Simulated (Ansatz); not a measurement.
# AlH4O2: the cost of one run

All numbers below are computed with Ansatz 0.2.0 (UKS B3LYP/cc-pVDZ).

## Step 1: The starting structure

Bond lengths: Al1–H2 1.810 Å, Al1–O3 1.780 Å, O3–H4 1.010 Å, Al1–O5 1.780 Å, O5–H6 1.010 Å. Angles: H2–Al1–O3 120.0°, H2–Al1–O5 120.0°, O3–Al1–O5 120.0°, Al1–O3–H4 109.5°, Al1–O5–H6 109.5°.

Structure file:

```xyz
7

Al    0.0000    0.0000    0.0000
H     0.0000    0.0000    1.8100
O     1.5415    0.0000   -0.8900
H     1.8414   -0.9519   -1.0449
O    -1.5415    0.0000   -0.8900
H    -2.0512   -0.8467   -0.6815
H     0.0000    0.0000    2.7700
```

## Step 2: A restrained relaxation towards end A

Springs on the bonds that form and break draw the guess towards this end; the thresholds are loose.

Contents of input.yaml:

```yaml
crystal:
  periodic: [false, false, false]
  atoms:
    - { symbol: Al, position_ang: [0.0, 0.0, 0.0] }
    - { symbol: H, position_ang: [0.0, 0.0, 1.81] }
    - { symbol: O, position_ang: [1.5415, 0.0, -0.89] }
    - { symbol: H, position_ang: [1.8414, -0.9519, -1.0449] }
    - { symbol: O, position_ang: [-1.5415, 0.0, -0.89] }
    - { symbol: H, position_ang: [-2.0512, -0.8467, -0.6815] }
    - { symbol: H, position_ang: [0.0, 0.0, 2.77] }
magnetization:
  spin_polarized: true
  initial_magnetization: 1
basis:
  gaussian: { orbitals: cc-pVDZ }
hamiltonian:
  xc: b3lyp
relax:
  f_tol: 0.15
  max_steps: 25
  restrain:
    - { distance: [1, 6], at: 1.86, k: 30.0 }
    - { distance: [0, 1], at: 1.56, k: 30.0 }
output:
  orbitals: {}
```

Command:

```sh
$ ansatz run input.yaml --threads 2 --pin off --max-ram 3072MiB --backend cpu --events-out ev --progress --plain --runs-dir out
```

What time and memory should one allow on 2 threads of Intel Xeon Platinum 8488C (Sapphire Rapids), shared host?

About 13 s, with a peak of 0.18 GiB.
